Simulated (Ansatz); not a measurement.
The cluster Al3⁻, relaxed as a singlet with RKS r2SCAN-D4/def2-TZVPD in Ansatz, starting from packed atoms. Force threshold 0.02 eV/Å.

The highest occupied level of the charge -1 singlet lies above zero (up to 0.17 eV). The electron is either unbound and held by the finite basis, or the level is raised by self-interaction error. The structure comes from a short search, and lower isomers may exist.

Start:

```xyz
3

Al    0.7034   -0.9252   -0.7393
Al   -0.5125   -0.2130    1.3574
Al   -0.1909    1.1381   -0.6181
```

(1) Estimate the energy that the relaxation releases and the steps that it takes.

(2) Does the start keep its bonding and symmetry?

(3) Predict the relaxed structure.

Results:

(1) 20.2 kJ/mol, in 4 steps; 4.8 s on 4 threads of Arm Neoverse V2 on a shared host. No frequencies were taken in this run, so the end may be a saddle point.

(2) By distances, no bond broke or formed. The bond that changes most is Al1–Al3, from 2.25 to 2.49 Å (atoms count from 1). The end is the same structure that another start reached. Point group Cs at the start, D3h at the end, both within 0.05 Å.

(3) 
```xyz
3

Al    0.728   -1.028   -0.699
Al   -0.489   -0.244    1.333
Al   -0.239    1.271   -0.633
```
Bond lengths (bridged metal pairs left out): 3 × Al–Al 2.49 Å.
